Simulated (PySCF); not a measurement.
CN, SMILES N#[C] (connectivity only; charge and spin as stated), charge -1, multiplicity 1.

The structure is a stationary point at PBE0-D3(BJ)/def2-TZVPD.

Estimates of the vertical detachment energy (IE) of the anion in eV. Rows of orbital energies are one-electron estimates, which approximate functionals can put far too low.

| level | IE |
|---|---|
| −ε(HOMO), −ε(LUMO), B3LYP/def2-TZVPD (PySCF) | 1.16 |
| −ε(HOMO), −ε(LUMO), PBE0/def2-TZVPD (PySCF) | 1.33 |
| EOM-CCSD/aug-cc-pVDZ (PySCF) | 3.81 |
| ADC(2)/aug-cc-pVDZ (PySCF) | 3.17 |

Computed lowest 1s main lines (those of the lightest heavy element) from CVS-ADC(2)-x/aug-cc-pVDZ (PySCF, non-relativistic), with pole strengths:
285.6 eV (1.48).

Beyond the first one, list the lowest photoelectron lines from ADC(2)/aug-cc-pVDZ in PySCF with their pole strengths (two spins summed). (Estimate from the structure and the level; the computed values follow.)

4.57 eV (1.72), 4.57 eV (1.72), 6.11 eV (1.66).
